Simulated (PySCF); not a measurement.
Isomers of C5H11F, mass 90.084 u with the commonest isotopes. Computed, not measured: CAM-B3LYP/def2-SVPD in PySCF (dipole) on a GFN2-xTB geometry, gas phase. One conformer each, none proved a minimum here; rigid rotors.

Question: Order these by rotational constant C, largest first.
A. `[CH3:1][CH2:2][C:3]([CH3:4])([CH3:5])[F:6]` with C1–C2–C3–C4 56°
B. `[CH3:1][CH2:2][CH:3]([F:4])[CH2:5][CH3:6]` with C1–C2–C3–F4 -63°, C2–C3–C5–C6 -177° ((CH3CH2)2CHF)
C. `[CH3:1][CH2:2][CH2:3][C@@H:4]([CH3:5])[F:6]` with C1–C2–C3–C4 180°, C2–C3–C4–C5 178°

Answer: A (2555 MHz), B (1677 MHz), C (1516 MHz).

Question: Order these by rotational constant A, largest first.
A. `[CH3:1][CH2:2][C:3]([CH3:4])([CH3:5])[F:6]` with C1–C2–C3–C4 56° (CH3CH2CF(CH3)2)
B. `[CH3:1][CH2:2][CH:3]([F:4])[CH2:5][CH3:6]` with C1–C2–C3–F4 -63°, C2–C3–C5–C6 -177°
C. `[CH3:1][CH2:2][C@@H:3]([CH3:4])[CH2:5][F:6]` with C1–C2–C3–C4 69°, C2–C3–C5–F6 64°

Answer: B (7433 MHz), C (4725 MHz), A (4578 MHz).

Question: Order these by radius of gyration √(Σ m r²/M), smallest first.
A. `[CH3:1][CH2:2][CH:3]([F:4])[CH2:5][CH3:6]` with C1–C2–C3–F4 -63°, C2–C3–C5–C6 -177°
B. `[CH3:1][CH2:2][C:3]([CH3:4])([CH3:5])[F:6]` with C1–C2–C3–C4 56°
C. `[CH3:1][CH2:2][CH2:3][C@@H:4]([CH3:5])[F:6]` with C1–C2–C3–C4 180°, C2–C3–C4–C5 178°

Answer: B (1.667 Å), A (1.873 Å), C (1.960 Å).

```tsv
SMILES	point group	Ia (u·Å²)	Ib (u·Å²)	Ic (u·Å²)	κ	μa (D)	μb (D)	μc (D)
CCC(F)CC	Cs	67.99	262.96	301.41	-0.91	0.00	1.80	0.42
CC[C@@H](C)CF	C1	106.96	218.07	298.02	-0.59	1.12	1.44	0.35
CCC(C)(C)F	C1	110.40	192.75	197.78	-0.93	0.11	0.04	1.93
CCC[C@@H](C)F	C1	68.71	290.33	333.44	-0.92	0.38	1.71	0.63
```
